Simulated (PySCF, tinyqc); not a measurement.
CID on RHF in the sto-6g basis, frozen core, for BH, spin multiplicity 1, step by step. The lowest restricted solution is unstable here: a spin-polarised one lies 0.0148 hartree lower (PySCF). One step of it, computed by the program tinyqc.

Task: Integrals over molecular orbitals. (pq|rs) = sum C_ip C_jq C_kr C_ls (ij|kl), one index at a time.

coefficients C:
```
              MO1        MO2        MO3        MO4       MO5        MO6
1B 1s    0.994917  -0.194817  -0.195610   0.000000  0.000000   0.129641
1B 2s    0.020583   0.518975   0.810569   0.000000  0.000000  -0.872805
1B 2px   0.000000   0.000000   0.000000   0.935543  0.353214   0.000000
1B 2py   0.000000   0.000000   0.000000  -0.353214  0.935543   0.000000
1B 2pz   0.006646   0.238669  -0.587569   0.000000  0.000000  -1.079627
2H 1s   -0.006316   0.535788  -0.334174   0.000000  0.000000   1.324330
```

core Hamiltonian H = T + V (hartree):
```
             1B 1s      1B 2s     1B 2px     1B 2py     1B 2pz      2H 1s
1B 1s   -12.921214  -3.204348   0.000000   0.000000  -0.022445  -1.012141
1B 2s    -3.204348  -3.829455   0.000000   0.000000  -0.176766  -1.915724
1B 2px    0.000000   0.000000  -3.033577   0.000000   0.000000   0.000000
1B 2py    0.000000   0.000000   0.000000  -3.033577   0.000000   0.000000
1B 2pz   -0.022445  -0.176766   0.000000   0.000000  -3.169137  -1.680215
2H 1s    -1.012141  -1.915724   0.000000   0.000000  -1.680215  -2.807469
```

Two-electron integrals (ij|kl) in chemists' order, unique and non-zero (hartree):
```
(11|11) 2.924993   (21|11) 0.480756   (21|21) 0.099484   (22|11) 0.743449
(22|21) 0.188967   (22|22) 0.544922   (31|31) 0.021096   (32|31) 0.030854
(32|32) 0.120443   (33|11) 0.743450   (33|21) 0.188967   (33|22) 0.544922
(33|33) 0.587109   (41|41) 0.021096   (42|41) 0.030854   (42|42) 0.120443
(43|43) 0.031641   (44|11) 0.743450   (44|21) 0.188967   (44|22) 0.544922
(44|33) 0.523827   (44|44) 0.587109   (51|51) 0.021096   (52|51) 0.030854
(52|52) 0.120443   (53|53) 0.031641   (54|54) 0.031641   (55|11) 0.743450
(55|21) 0.188967   (55|22) 0.544922   (55|33) 0.523827   (55|44) 0.523827
(55|55) 0.587109   (61|11) 0.156690   (61|21) 0.031337   (61|22) 0.058781
(61|33) 0.058460   (61|44) 0.058460   (61|51) 0.002449   (61|52) 0.004600
(61|55) 0.059421   (61|61) 0.010241   (62|11) 0.320767   (62|21) 0.082580
(62|22) 0.255850   (62|33) 0.249167   (62|44) 0.249167   (62|51) 0.009615
(62|52) 0.052981   (62|55) 0.269215   (62|61) 0.027423   (62|62) 0.156319
(63|31) 0.009391   (63|32) 0.040758   (63|53) 0.010348   (63|63) 0.018944
(64|41) 0.009391   (64|42) 0.040758   (64|54) 0.010348   (64|64) 0.018944
(65|11) 0.282305   (65|21) 0.073820   (65|22) 0.241066   (65|33) 0.228289
(65|44) 0.228289   (65|51) 0.016883   (65|52) 0.086780   (65|55) 0.266622
(65|61) 0.025981   (65|62) 0.173167   (65|65) 0.206752   (66|11) 0.466263
(66|21) 0.122607   (66|22) 0.423704   (66|33) 0.398493   (66|44) 0.398493
(66|51) 0.019088   (66|52) 0.132695   (66|55) 0.474126   (66|61) 0.041982
(66|62) 0.316888   (66|65) 0.384192   (66|66) 0.774999
```

Give: one-electron integrals over orbitals h = C^T H C; Two-electron integrals over orbitals.

Result:

one-electron integrals over orbitals h = C^T H C (hartree):
```
          1        2        3        4        5        6
1  -12.9103   0.2605   0.2561   0.0000   0.0000  -0.1703
2    0.2605  -3.1858  -0.1033   0.0000   0.0000   0.4664
3    0.2561  -0.1033  -2.9930   0.0000   0.0000  -0.1617
4    0.0000   0.0000   0.0000  -3.0336   0.0000   0.0000
5    0.0000   0.0000   0.0000   0.0000  -3.0336   0.0000
6   -0.1703   0.4664  -0.1617   0.0000   0.0000  -2.4681
```

Two-electron integrals over orbitals (pq|rs), unique and non-zero (hartree); the lowest 1 orbital is frozen and left out:
```
(22|22) 0.6154    (32|22) -0.0741   (32|32) 0.0527    (33|22) 0.4119
(33|32) 0.0467    (33|33) 0.5878    (42|42) 0.0576    (43|42) 0.0418
(43|43) 0.0664    (44|22) 0.4658    (44|32) 0.0363    (44|33) 0.5142
(44|44) 0.5871    (52|52) 0.0576    (53|52) 0.0418    (53|53) 0.0664
(54|54) 0.0316    (55|22) 0.4658    (55|32) 0.0363    (55|33) 0.5142
(55|44) 0.5238    (55|55) 0.5871    (62|22) 0.0169    (62|32) -0.0510
(62|33) -0.0427   (62|44) -0.0892   (62|55) -0.0892   (62|62) 0.1246
(63|22) -0.0578   (63|32) 0.0437    (63|33) 0.0776    (63|44) 0.0309
(63|55) 0.0309    (63|62) -0.0490   (63|63) 0.0658    (64|42) -0.0380
(64|43) -0.0171   (64|64) 0.0346    (65|52) -0.0380   (65|53) -0.0171
(65|65) 0.0346    (66|22) 0.6012    (66|32) -0.0603   (66|33) 0.4591
(66|44) 0.4856    (66|55) 0.4856    (66|62) 0.0228    (66|63) -0.0418
(66|66) 0.6302
```
